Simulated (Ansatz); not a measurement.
System: corundum Cr2O3. Method: rVV10 (Ansatz, a quantum-chemistry and plane-wave program, plane waves, PAW).

Settings: plane-wave cutoff 520 eV, 8×8×8 k mesh, Fermi–Dirac smearing 0.01 eV, spin-polarised with opposed moments, scalar-relativistic PAW data made under PBE.

The volume scan:

```json
[
 {"V (Å³/atom)": "9.453", "E − E_lowest (meV/atom)": "11.06"},
 {"V (Å³/atom)": "9.650", "E − E_lowest (meV/atom)": "2.68"},
 {"V (Å³/atom)": "9.847", "E − E_lowest (meV/atom)": "0.00"},
 {"V (Å³/atom)": "10.044", "E − E_lowest (meV/atom)": "2.50"},
 {"V (Å³/atom)": "10.241", "E − E_lowest (meV/atom)": "9.68"}
]
```

Task: Estimate the bulk modulus and its pressure derivative from these points.

Result: V0 = 9.847 Å³/atom, B0 = 210 GPa, B′ = 3.9 (fit to the energies at full precision).

Shape and atoms are relaxed at each volume.

Measured, for comparison: bulk modulus 234 GPa (temperature not stated, not corrected to a static lattice, our sources range from 206 to 245; as tabulated in Toher et al. (2017), arXiv:1611.05714); equilibrium volume per atom 9.64 Å³/atom (temperature not stated, not corrected to a static lattice; as tabulated in Sawada, Mater. Res. Bull. 29, 239 (1994) (COD 9015000)). Computed (rounded) less measured: bulk modulus not scored (sources differ), equilibrium volume per atom +2.2 %.

Note: without U or exact exchange, gaps and moments of open d shells tend to come out too small; the bulk modulus comes from volumes at which shape and atoms were relaxed.

The computed numbers hold no vibrational or temperature effects.

The result took around 50 core-minutes (rough).
